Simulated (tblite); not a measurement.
Compound: C5H4P (charge -1).
Geometry (GFN2-xTB, Å), atoms numbered from 1 in this order:
```
atom  x, y, z in Å
C1     0.9984    2.0966    0.2940
C2     0.0035    1.4267    0.3425
C3    -1.1541    0.5868    0.4509
P4    -0.8469   -0.9289    1.5728
C5     0.1932   -1.7618    0.4661
C6     0.8576   -2.4658   -0.2623
H7     1.8810    2.6642    0.2544
H8    -1.9798    1.1420    0.9126
H9    -1.4673    0.2375   -0.5395
H10    1.5233   -2.9928   -0.8853
```

Calculated harmonic vibrations of the isolated species, GFN2-xTB (tblite), most abundant isotopes, no scaling. Against measured fundamentals such values can be off by several per cent, at times by over 20. One conformer, not necessarily the lowest.

Harmonic wavenumbers (cm⁻¹): 40.5, 113.1, 144.9, 152.6, 278.6, 312.8, 381.3, 424.7, 555.0, 594.2, 603.1, 656.7, 704.5, 801.9, 995.2, 1120.6, 1160.1, 1419.1, 2116.0, 2260.4, 2877.9, 2894.6, 3310.8, 3366.3.

A = 4502, B = 2066, C = 1567 MHz; mass 95.005 u (most abundant isotopes); point group C1, symmetry number 1.

**Question.** Zero-point energy?

**Answer.** Half the sum of the wavenumbers: 13642 cm⁻¹ = 39.01 kcal/mol.

**Question.** What is S at 273.15 K and 1 bar for an ideal gas of classical rigid rotors and harmonic oscillators?

**Answer.** Translation 39.16, rotation 27.23, vibration 19.41: S = 85.8 cal/(mol K).

**Question.** And Cp and H(273.15 K) − H(0)?

**Answer.** Cp = 27.27 cal/(mol K), of which vibrations give 19.32 (their classical limit is 24 R = 47.7); H(273.15 K) − H(0) = 4.96 kcal/mol without the zero-point energy, 2.79 from vibrations.

**Question.** Blend soft modes into free rotors: weight 1/[1 + (100 cm⁻¹/ν̃)⁴] for the oscillator and the rest for a rotor with moment μB/(μ + B), μ = h/(8π²ν), B = 10⁻⁴⁴ kg m². What vibrational entropy results?

**Answer.** 17.86 cal/(mol K) in place of 19.41, which changes −T·S at 273.15 K by +0.42 kcal/mol.

**Question.** How do the functions run with temperature in this model?

**Answer.** 
```json
{"T (K)": "150", "S (cal/(mol K))": "71.9", "Cp (cal/(mol K))": "19.5", "H − H(0) (kcal/mol)": "2.05", "G − H(0) (kcal/mol)": "-8.73", "ln q(vib)": "2.28"}
{"T (K)": "250", "S (cal/(mol K))": "83.4", "Cp (cal/(mol K))": "26.0", "H − H(0) (kcal/mol)": "4.34", "G − H(0) (kcal/mol)": "-16.52", "ln q(vib)": "4.19"}
{"T (K)": "298.15", "S (cal/(mol K))": "88.2", "Cp (cal/(mol K))": "28.5", "H − H(0) (kcal/mol)": "5.66", "G − H(0) (kcal/mol)": "-20.65", "ln q(vib)": "5.10"}
{"T (K)": "400", "S (cal/(mol K))": "97.2", "Cp (cal/(mol K))": "32.7", "H − H(0) (kcal/mol)": "8.79", "G − H(0) (kcal/mol)": "-30.11", "ln q(vib)": "6.94"}
{"T (K)": "600", "S (cal/(mol K))": "111.6", "Cp (cal/(mol K))": "38.2", "H − H(0) (kcal/mol)": "15.93", "G − H(0) (kcal/mol)": "-51.06", "ln q(vib)": "10.27"}
{"T (K)": "900", "S (cal/(mol K))": "128.2", "Cp (cal/(mol K))": "43.4", "H − H(0) (kcal/mol)": "28.24", "G − H(0) (kcal/mol)": "-87.15", "ln q(vib)": "14.55"}
```

q(vib) and H(0) count from the zero-point level.

**Question.** What must be added to the electronic energy to get the Gibbs energy at 273.15 K and 1 bar?

**Answer.** ZPE + [H(273.15 K) − H(0)] − T·S = 39.01 + 4.96 − 23.43 = 20.54 kcal/mol.

**Question.** Which modes carry the vibrational entropy at 273.15 K?

**Answer.** 40.5 cm⁻¹: 5.06; 113.1 cm⁻¹: 3.05; 144.9 cm⁻¹: 2.57; 152.6 cm⁻¹: 2.47; 278.6 cm⁻¹: 1.39; 312.8 cm⁻¹: 1.21 cal/(mol K); the other 18 give 3.65 together.

Hindered rotation and anharmonicity are outside this model. Other conformers, if any are populated, would add a mixing term that is left out. The structure is chiral; the term R ln 2 for an equal mix with its mirror image is left out.
